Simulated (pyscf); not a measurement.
Structures and frequencies: ωB97X-D3(BJ)/def2-SVP in PySCF. Correlated levels are frozen-core, on RHF or UHF. ΔMP2 is the change of the MP2 total energy from the triple- to the quadruple-zeta basis.

Question: For the elementary gas-phase step F–SiH₂–SiH₂–F → F–SiH: [singlet] + F–SiH₃ (singlet surface; Si–Si, H–Si broken, H–Si formed), what barrier and reaction energy does CCSD(T)/def2-TZVPP + ΔMP2(QZVPP) give, measured from the reactant's lowest minimum found?

Answer: ΔE‡ = 45.9 kcal/mol, ΔE = +42.8 kcal/mol. Zero-point energy shifts the barrier by -1.2 kcal/mol. It is a 1,1-elimination, with an imaginary mode of 298i cm⁻¹. On the product side the descent ends in a complex (not fully relaxed), 4.9 kcal/mol under the separated species and 2.5 kcal/mol under the saddle at ωB97X-D3(BJ)/def2-TZVP. F–SiH₂–SiH₂–F lies 7.8 kcal/mol over its isomer F–SiH(F)–SiH₃ (electronic energy, ωB97M-D3(BJ)/def2-TZVP). One saddle was located; it need not be the lowest between these sides. The CCSD(T) − MP2 part came from Ansatz, without density fitting, on the same reference.
